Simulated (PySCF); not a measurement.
A structure optimised at B3LYP-D3(BJ)/def2-SVP, used in a PySCF frequency run:

```
N
H 1 1.0110
C 1 1.3734 2 125.02
C 1 1.3734 2 125.02 3 180.00
C 4 1.3826 1 107.71 2 180.00
C 3 1.3826 1 107.71 2 180.00
H 3 1.0875 1 121.32 2 0.00
H 4 1.0875 1 121.32 2 0.00
H 6 1.0882 3 125.80 7 0.00
H 5 1.0882 4 125.80 8 0.00
```

**Question.** Write its SMILES, formula and point group.

**Answer.** c1cc[nH]c1, C4H5N, C2v

**Question.** What are its rotational constants (standard atomic weights)?

**Answer.** 9.1130, 8.9609, 4.5182 GHz
